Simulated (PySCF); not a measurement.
# The bond of CH, level by level

An exercise on one series of results from a longer session: the logs are not shown, and one member is left open.

Method: H def2-TZVP, C def2-TZVP, no relativity; program: PySCF 2.14.0.

The first run:

The job is set up so:

* atoms: H, C
* charge: 0
* basis: H def2-TZVP, C def2-TZVP
* Hamiltonian: no relativity
* basis functions: 37
* electrons treated: 7
* masses in u: 1.0078, 12.0000
* levels: PBE0, PBE, r²SCAN, TPSSh, M06, M06-2X, CAM-B3LYP, HF, MP2, SCS-MP2, CCSD, CCSD(T)
* grid: 80 radial by 434 angular points
* occupations: held fixed by the projection of orbital angular momentum
* dissociation limit: H + C, each in its ground configuration
* starting distance in angstrom: 1.030
* values of 2S to try: 1, 3

Run with:

```
OMP_NUM_THREADS=1 python dia.py task.json out
```

Among the steps run: Set-up; First curve: PBE0; Other states along the same grid; PBE; r²SCAN; TPSSh (hybrid meta-GGA); M06; M06-2X (hybrid meta-GGA); CAM-B3LYP (range-separated hybrid); UHF (mean field); Correlated methods on the Hartree–Fock reference.

One of the session's tables, all rows but one given; the rest of the session is left out.

| level | Re (Å) | ωe (cm⁻¹) | De (eV) |
| --- | --- | --- | --- |
| UHF | ? | ? | ? |
| UHF-MP2 | 1.115 | 2945 | 3.31 |
| UHF-SCS-MP2 | 1.116 | 2932 | 3.43 |
| UHF-CCSD | 1.122 | 2861 | 3.44 |
| UHF-CCSD(T) | 1.124 | 2843 | 3.47 |
| PBE | 1.138 | 2731 | 3.66 |
| r²SCAN | 1.127 | 2811 | 3.51 |
| TPSSh | 1.127 | 2817 | 3.74 |
| PBE0 | 1.126 | 2846 | 3.58 |
| M06 | 1.118 | 2836 | 3.62 |
| M06-2X | 1.116 | 2904 | 3.59 |
| CAM-B3LYP | 1.121 | 2872 | 3.65 |

**Question.** Estimate the row for UHF.

**Answer.** Re (Å): 1.106; ωe (cm⁻¹): 3035; De (eV): 2.45. In the column «Re (Å)» it is the lowest.
